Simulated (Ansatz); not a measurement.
**B₂H₅ (doublet): wave-function methods side by side at distance B1–H4 along a hydrogen transfer = 1.240 Å, cc-pVDZ**

Aim: climb from Hartree-Fock through coupled cluster and multireference methods for B₂H₅ (doublet) at one geometry and basis, and see what each rung misses.

Program: Ansatz 0.2.0, Gaussian basis. Level of theory: cc-pVDZ, core rule «outside noble gas», up to 2 orbitals frozen. These are calculated values, not measurements.

Plan: UHF; CCSD(T) on ROHF; CCSD(T) on UHF; BCCD(T) on ROHF; CISD; CCSDT(Q) on ROHF; CCSDT(Q) on UHF; CASSCF and MRCISD+Q, 3 electrons in 3 orbitals; CASSCF and NEVPT2, 3 electrons in 3 orbitals; CASSCF and NEVPT2, 9 electrons in 9 orbitals.

9 further runs of the same task are left out: 3 for a mislabelled method, 5 that didn't finish, 1 set aside as unsound or not needed.

### Step 1. What is computed

The geometry derives from fragments relaxed apart (PBE0/def2-TZVP) and kept rigid, so it is no stationary point. A hydrogen atom is moved between rigid fragments.

7 atoms, charge 0, spin multiplicity 2.

Atoms are counted from 1 here; the program's logs count them from 0.

Bond lengths: B1–H2 1.193 Å, B1–H3 1.193 Å, B1–H4 1.240 Å, H4–B5 1.448 Å, B5–H6 1.191 Å, B5–H7 1.191 Å. Angles: H2–B1–H3 120.0°, H2–B1–H4 120.0°, H3–B1–H4 120.0°, B1–H4–B5 180.0°, H4–B5–H6 115.3°, H4–B5–H7 115.3°, H6–B5–H7 129.4°.

### Step 2. UHF

The input, in.yaml:

```yaml
crystal:
  periodic: [false, false, false]
  atoms:
    - {symbol: B, position_ang: [-1.333440, 0.000000, 0.000000]}
    - {symbol: H, position_ang: [-1.930174, 1.033571, 0.000000]}
    - {symbol: H, position_ang: [-1.930174, -1.033571, 0.000000]}
    - {symbol: H, position_ang: [-0.093440, 0.000000, 0.000000]}
    - {symbol: B, position_ang: [1.354560, 0.000000, 0.000000]}
    - {symbol: H, position_ang: [1.863633, 0.000000, 1.077008]}
    - {symbol: H, position_ang: [1.863633, 0.000000, -1.077008]}
basis:
  gaussian: {orbitals: cc-pVDZ}
magnetization: {spin_polarized: true, initial_magnetization: 1}
hamiltonian: {xc: hf}
output: {orbitals: {seedname: orbitals}}
```

The run is started by

```bash
$ ansatz run in.yaml --threads 1 --pin off --events-out ev --progress --plain --max-ram 2393MiB
```

The runs that follow: CCSD(T) on ROHF; CCSD(T) on UHF; BCCD(T) on ROHF; CISD; CCSDT(Q) on ROHF; CCSDT(Q) on UHF; CASSCF and MRCISD+Q, 3 electrons in 3 orbitals; CASSCF and NEVPT2, 3 electrons in 3 orbitals; CASSCF and NEVPT2, 9 electrons in 9 orbitals.

Q: Predict the results of all the runs planned. Wanted: UCCSDT(Q) below the RHF energy; RMP2 from UCCSDT(Q); UMP2 from UCCSDT(Q); RCCSD from UCCSDT(Q); RCCSD(T) from UCCSDT(Q); UCCSD(T) from UCCSDT(Q); RCCSDT(Q) from UCCSDT(Q); MRCISD+Q pair from UCCSDT(Q); T1 diagnostic.

As calculated:

| quantity | value |
| --- | --- |
| UCCSDT(Q) below the RHF energy | -6.1837 eV |
| RMP2 from UCCSDT(Q) | +1337.2 meV |
| UMP2 from UCCSDT(Q) | +1339.1 meV |
| RCCSD from UCCSDT(Q) | +148.1 meV |
| RCCSD(T) from UCCSDT(Q) | +29.7 meV |
| UCCSD(T) from UCCSDT(Q) | +29.5 meV |
| RCCSDT(Q) from UCCSDT(Q) | +0.5 meV |
| MRCISD+Q pair from UCCSDT(Q) | +19.7 meV |
| levels within 1 kcal/mol (43 meV) | RCCSD(T), UCCSD(T), BCCD(T), RCCSDT, UCCSDT, RCCSDT(Q), MRCISD+Q pair |
| T1 diagnostic | 0.015 |

**Reading.** RCCSD(T) misses by +29.7 meV, 0.5 % of the correlation energy. These misses are within one basis, not against nature; the frozen cores of restricted and unrestricted runs differ, which can shift their rows.
